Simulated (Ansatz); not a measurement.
Zinc-blende HgS (metastable phase), treated with RPBE (Ansatz, a first-principles code, PAW).

Settings: plane-wave cutoff 520 eV, 10×10×10 k mesh, Fermi–Dirac smearing 0.01 eV, scalar-relativistic PAW data made under PBE.

Pressure at four volumes; x = ln(V/28.059 Å³). One pressure is withheld.

| V (Å³/atom) | x | P (GPa) |
|---|---|---|
| 26.375 | -0.0619 | ? |
| 26.936 | -0.0408 | 1.94 |
| 28.059 | 0.0000 | 0.00 |
| 29.742 | 0.0583 | -2.16 |

Problem. Pass a parabola P(x) through the three rows shown, estimate the bulk modulus and its pressure derivative near zero pressure, and predict the withheld pressure.

Solution. Slopes between the rows: (0.00 − (1.94))/(0.0000 − (-0.0408)) = -47.55 and (-2.16 − (0.00))/(0.0583 − (0.0000)) = -37.05 GPa. Their difference over the span 0.0991 is c = 10.50/0.0991 = 106.0 GPa, so P(x) = 1.94 + (-47.55)(x − (-0.0408)) + 106.0 (x − (-0.0408))(x − (0.0000)). At the middle row B = −dP/dx = −[-47.55 + 106.0 × 0.0408] = 43.2 GPa, and B′ = dB/dP = 2c/B = 4.9. At x = -0.0619 the parabola gives 3.08 GPa; the run gives 3.10 GPa. The Birch–Murnaghan fit to the energies at all volumes has B0 = 43.0 GPa and B′ = 5.0.

Note: the cell is over a tenth larger than the published one: the level's own overestimate first of all, though another phase or state, or a fault of the published cell, is possible.

Spin–orbit coupling is not included; it can open a gap where bands touch, and shift volumes and moduli.
